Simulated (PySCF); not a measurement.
Gas-phase reaction: Si + O + Cl2 ⇌ SiOCl2

Method: PySCF energies plus ideal-gas RRHO corrections (1 bar). † marks an energy on the PBE0/def2-TZVP geometry and frequencies; other levels use their own. Open shells (unrestricted): Si (multiplicity 3), O (multiplicity 3); the rest are closed-shell singlets. Spin-orbit splitting is ignored; it lowers the true energy and changes the entropy of Si, O. SiOCl2: computed as isolated molecules; such fragments, hydroxides, amides, oligomers or adducts are transient or little studied in the gas.

r2SCAN/def2-TZVP† gives ΔH°(298 K) = -1174 kJ.

Task: What do HF/def2-TZVP†, PBE/def2-SVP, M06-2X/def2-TZVP† give?

Result: HF/def2-TZVP†: -826 kJ; PBE/def2-SVP: -1156 kJ; M06-2X/def2-TZVP†: -1156 kJ. For scale, ΔH°(298 K) is -1174 kJ at this level, -1160 kJ at ωB97M-V/def2-TZVP†, and runs from -1596 to -782 kJ over the 20 levels computed.
